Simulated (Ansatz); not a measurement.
# Mg2H+ (triplet): from Hartree-Fock to the top rungs, def2-QZVPP

An exercise on one series of results from a longer session: the logs are not shown, and one member is left open.

The runs use Ansatz 0.2.0, Gaussian basis; def2-QZVPP, core rule «outside noble gas», up to 10 orbitals frozen.

The runs, in order: UHF; ROHF; CCSD(T) on UHF.

2 further runs of the same task are left out: 2 set aside as unsound or not needed.

## What is computed

The geometry is a PBE0/def2-TZVP stationary point (not a proven minimum) of the parent state, kept for this charge and spin.

3 atoms, charge 1, spin multiplicity 3.

Atoms are counted from 1 here; the program's logs count them from 0.

Bond lengths: Mg1–H3 1.736 Å.

The first run:

in.yaml

```yaml
crystal:
  periodic: [false, false, false]
  atoms:
    - {symbol: Mg, position_ang: [0.000000, 0.000000, 0.437459]}
    - {symbol: Mg, position_ang: [0.000000, 0.000000, -2.610772]}
    - {symbol: H, position_ang: [0.000000, 0.000000, 2.173313]}
basis:
  gaussian: {orbitals: "def2-QZVPP.json"}
total_charge: 1
magnetization: {spin_polarized: true, initial_magnetization: 2}
hamiltonian: {xc: hf}
output: {orbitals: {seedname: orbitals}}
```

On the command line:

```bash
$ ansatz run in.yaml --threads 1 --pin off --events-out ev --progress --plain --max-ram 2393MiB
```

Among the steps run: UHF; ROHF; CCSD(T) on UHF.

One table of the session follows, with a row left open; its other results are not shown here.

It belongs to the step «Misses and costs». 

| method | from UCCSD(T) (meV) |
| --- | --- |
| ROHF | ? |
| UHF | +1267.8 |
| UMP2 | +360.5 |
| UCCSD | +18.6 |
| UCCSD(T) | 0 |

Q: Estimate the row for ROHF from the others.

As computed: from UCCSD(T) (meV): +1320.7. In the column «from UCCSD(T) (meV)» it is the highest.
